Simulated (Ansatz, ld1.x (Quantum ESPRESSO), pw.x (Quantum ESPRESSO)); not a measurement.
# osmium (Os) (bcc): variants of one TM potential in the solid

osmium, norm-conserving Troullier–Martins (Kleinman–Bylander form), made with ld1.x (Quantum ESPRESSO) 7.5 (PBEsol, scalar-relativistic). Core [Xe] 4f14, reference 5d6 6s1 6p1. Waves: 6p (bound): rc 3.65 bohr; 5d (bound): rc 2.35 bohr; 5f channel at -0.15 Ry: rc 3.70 bohr; 6s (bound): rc 1.85 bohr. Local part: the s channel. Core correction: a·sin(br)/r model core, default radius (core density twice the valence density).

Crystal test: bcc Os in pw.x 7.5, no spin, 15³ k-points, Fermi–Dirac smearing 0.01 Ry, cutoffs set for each file from its atomic test. The reference is all-electron LAPW (Ansatz 0.2.0) with the same functional, mesh and smearing; V0 and B0 come from Birch–Murnaghan fits to the pressures at five volumes. Errors are pseudo minus all-electron; Δ is the rms difference of the E(V) curves that follow from these fits, minima aligned, over ±6 % about the mean V0. Mesh and smearing are coarse, so the numbers serve the comparison and aren't converged zero-temperature values; the lattice is a test structure that the element need not adopt.

All-electron: a0 = 3.063 Å (V0 = 14.37 Å³/atom), B0 = 379.8 GPa.

Base: The largest radius (3.70 bohr) exceeds half the bond length (2.51 bohr), so the spheres overlap, which is one possible source of error among others.

1 further variants are left out: they gave no file fit for a test, a broken result, the same result as the base, or pressures whose basis-set error rivals the error shown.

| change | cutoffs (Ry) | pw.x | a0 (Å) | a0 error (%) | B0 error (%) | Δ (meV/atom) | mean pressure error (GPa) |
| --- | --- | --- | --- | --- | --- | --- | --- |
| base | 70/280 | converged | 3.058 | -0.17 | -1.5 | 6.4 | -2.04 |
| reference 5d6 6s2 6p0 | 85/340 | converged | 3.057 | -0.20 | -1.7 | 7.5 | -2.36 |
| wave 5d (bound): rc 2.35 bohr becomes 5d (bound): rc 2.60 bohr | 70/280 | converged | 3.058 | -0.15 | -1.7 | 5.7 | -1.81 |
| local potential the f channel | 75/300 | converged | 3.032 | -1.01 | +1.3 | 36.2 | -11.10 |

**Question.** Give the row for: all radii but the core radius scaled by about 0.97 (s 1.80, p 3.54, d 2.28, f 3.58 bohr).

**Answer.** pw.x: converged; mean pressure error (GPa): -2.31; a0 (Å): 3.057; a0 error (%): -0.20; B0 error (%): -1.0; Δ (meV/atom): 7.3.
